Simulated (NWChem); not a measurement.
Dipole moment of chloroform (CHCl₃)

```
C
H 1 1.0935
Cl 1 1.7830 2 107.51
Cl 1 1.7831 2 107.51 3 -120.00
Cl 1 1.7831 2 107.51 3 120.00
```
Charge 0, spin multiplicity 1.

Everything below was run with NWChem. Structure: optimised with B3LYP/def2-SVP, a minimum by its harmonic frequencies.

Basis set: 6-31G*. The CCSD dipole comes from the Λ equations, without orbital relaxation.

```
method  dipole moment (D)  difference from CCSD
------  -----------------  --------------------
PBE                  1.24                 -0.03
HF                   1.38                 +0.11
PBE0                 1.29                 +0.02
B3LYP                1.27                 +0.01
CCSD                 1.26                  0.00
```

The values span 0.14 D, from PBE (lowest) to HF (highest). 

The correlated methods keep 16 core orbitals frozen. B3LYP has NWChem's definition, with VWN1-RPA local correlation. The Pople sets run with spherical d functions. Differences from the coupled-cluster row are differences between methods, not errors against experiment.
